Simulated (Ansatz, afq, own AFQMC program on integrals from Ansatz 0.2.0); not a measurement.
**Where AFQMC and coupled cluster stand for BGeH⁺, quartet**

```xyz
3

Ge    0.0000    0.0000    1.6897
B     0.0000    0.0000   -0.2506
H     0.0000    0.0000   -1.4391
```

Connectivity, by distances: Ge–BH.

Basis cc-pVDZ. Noble-gas cores (and the filled d shells of Ga–Kr and In–Xe) are frozen. Integrals, coupled cluster, full CI and functionals: Ansatz 0.2.0; the random walks run on the same integrals in our own AFQMC program. ph-AFQMC/CISD is guided by a CISD state made of CCSD amplitudes; releasing the constraint for a short imaginary time cuts its bias at the price of noise, slowly where states lie close. Uncertainties: one standard error, sampling alone. No spin–orbit coupling.

Determinant: UHF, the one that the program's search chose, which needn't be the lowest solution. The geometry is a PBE0/def2-TZVP stationary point of this or a neighbouring charge and spin state.

No full CI on the walks' own integrals is used here; CCSDT(Q) serves as the reference and is uncertain by about the last step of the cluster series.

Cautions: no relativity below Rb; no spin-orbit coupling; inner d shell frozen; another spin lies lower (by 667 meV).

The T1 diagnostic is 0.0355 and the weight of the determinant in the CISD state is 0.891. The ⟨S²⟩ of the determinant is 3.757 and the size of the correlated space is 7 electrons in 31 orbitals.

Reference: CCSDT(Q), correlation energy -3.686 eV. The released energy is read at 1.50 1/Eh (meV from the phaseless value at times in 1/Eh: -17 ± 11 at 0.24, -28 ± 10 at 0.50, -53 ± 10 at 1.00, -57 ± 11 at 1.50).

```
         level  E − E(reference) (kJ/mol)  share of correlation (%)
            HF                      355.7                      0.00
           MP2                       87.1                     75.52
          CCSD                       19.0                     94.65
       CCSD(T)                        4.6                     98.70
         CCSDT                        0.9                     99.74
 ph-AFQMC/CISD                  5.4 ± 0.8                     98.47
released AFQMC                 -0.1 ± 1.0                    100.02
```

A walk keeps the symmetry of its determinant, which the program's search chose and which needn't be the lowest solution, so a lower state of the same spin and another symmetry isn't excluded. Released energies are given only where the last usable release times agree within the noise; a slower fall can still hide under it.
